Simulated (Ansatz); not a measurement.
A made-up structure of CH2NSi (charge +1), singlet:

C1  (0.128, 0.039, 0.210)
Si2  (-1.724, -0.645, 0.417)
N3  (1.204, 0.430, 0.234)
H4  (-1.760, -0.600, -1.097)
H5  (0.356, -0.625, -0.584)
(Å)

It is relaxed with PBE-D4/def2-SVP and then PBE0-D4/def2-TZVP (Ansatz 0.2.0). Atoms count as bonded within 1.22 times the sum of their covalent radii (H–H: 0.88 Å). The end point is not checked to be a true minimum.

**Question.** Does its bonding change? (Judge from chemistry; the calculation decides.)

**Answer.** Computed: Yes. Formed: C1–H4, Si2–N3; broken: C1–Si2, Si2–H4.

Where it ends: The first stage lowers the energy by 4.08 eV in 41 steps. It ends as CH₂NSi ([CH2][N][Si]), total charge +1:
```json
{"atom": "C1", "x (Å)": "-0.1425", "y (Å)": "-0.4131", "z (Å)": "-0.7125"}
{"atom": "Si2", "x (Å)": "-1.1753", "y (Å)": "0.2209", "z (Å)": "1.9040"}
{"atom": "N3", "x (Å)": "-0.5940", "y (Å)": "-0.1353", "z (Å)": "0.4317"}
{"atom": "H4", "x (Å)": "-0.7982", "y (Å)": "-0.8093", "z (Å)": "-1.4933"}
{"atom": "H5", "x (Å)": "0.9149", "y (Å)": "-0.2643", "z (Å)": "-0.9495"}
```

Labels in which every atom is bracketed show which atoms are joined, not bond orders.

For scale, one of the runs: PBE0-D4/def2-TZVP relaxation, 111 basis functions, launched by `ansatz run in.yaml --threads 2 --pin off --events-out ev --progress --plain --max-ram 4352MiB`. The run took about 7.5 s on 2 CPU threads of an Arm Neoverse V2 (shared host).
